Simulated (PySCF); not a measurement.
## Heteronuclear NMR

Atoms are numbered as in `[CH3:1][CH:2]([CH3:3])[CH2:4][OH:5]`; H(Xn) means a hydrogen on atom n.

All values are calculated (PySCF 2.14.0 with density-fitted response routines): GFN2-xTB structure, J: B3LYP/pcJ-1 (without the spin–dipole term), NMR shieldings at PBE0/pcSseg-1/GIAO. One conformer, isolated molecule, non-relativistic Hamiltonian, rapidly exchanging positions averaged.

Task: Predict the ¹⁷O NMR data.

Result: 
```json
{"atoms": "O5", "environment": "alcohol oxygen", "σ (ppm)": "293.8", "δ (ppm)": "-0.9"}
```

Shieldings were converted by a linear fit to measured shifts: ¹⁷O (scatter 10.7 ppm rms, 12.2 ppm with the 3 outliers that the fit left out vs liquid water, solution or neat liquid). A few per cent of atoms miss by over 2 rms, more outside the fitted compound classes. Couplings are scaled by factors fitted to measured values: ²J(H,H) × 0.95 (rms 1.3 Hz), ³J(H,H) × 0.92 (rms 0.5 Hz); all others are unscaled and can be 10–30 % off.

Couplings (the largest are listed; each averaged over equivalent pairs; quadrupolar broadening usually hides them): ¹J(C4,O5) = 20.3 Hz, ²J(O5,H(C4)) = -8.9 Hz, ³J(O5,H(C2)) = -1.9 Hz.

On a 500 MHz spectrometer ¹⁷O resonates near 67.8 MHz, so 1 ppm is 67.8 Hz.
